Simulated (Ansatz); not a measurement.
This geometry of CH8BN (11 atoms, charge 0, multiplicity 1) is a first-order saddle point.

Level of theory: Ansatz 0.2.0, RKS r2SCAN/6-31G*.

```xyz
11
Properties=species:S:1:pos:R:3
B -0.840 1.063 -0.252
N -0.320 -0.520 -0.085
C 1.097 -0.666 0.320
H -1.748 1.185 0.545
H -1.192 1.162 -1.410
H 0.125 1.749 0.015
H -0.917 -0.987 0.598
H -0.471 -1.005 -0.969
H 1.230 -0.150 1.273
H 1.715 -0.168 -0.429
H 1.386 -1.720 0.415
```

Q: Which two structures does it join? (They come from a converged band through this point; their orientation in space is the band's.)

A: No bond is made or broken. The dihedral H4–B1–N2–C3 goes from 180 to -60°. The two ends are copies of one structure, up to a mirror image or an exchange of like atoms.

Image 0:

```xyz
11
Properties=species:S:1:pos:R:3
B -0.833 1.047 -0.208
N -0.353 -0.500 0.071
C 1.115 -0.666 0.156
H -2.046 0.995 -0.246
H -0.323 1.345 -1.271
H -0.401 1.683 0.735
H -0.788 -0.823 0.937
H -0.725 -1.093 -0.673
H 1.476 -0.021 0.961
H 1.544 -0.317 -0.786
H 1.399 -1.708 0.343
```

Image 6:

```xyz
11
Properties=species:S:1:pos:R:3
B -0.823 1.046 -0.252
N -0.295 -0.509 -0.183
C 1.060 -0.656 0.397
H -0.824 1.426 0.903
H -1.932 0.976 -0.744
H -0.012 1.620 -0.953
H -0.964 -1.055 0.362
H -0.310 -0.899 -1.127
H 1.038 -0.235 1.404
H 1.748 -0.065 -0.212
H 1.379 -1.704 0.427
```

Q: How far does it lie above each of them?

A: 0.119 eV above the first and 0.119 eV above the second. This is the barrier of this one path; another mechanism may lie lower.

The run took 51 s on 1 thread of Intel(R) Xeon(R) 6975P-C (Granite Rapids) (shared host), peak memory 0.22 GiB.
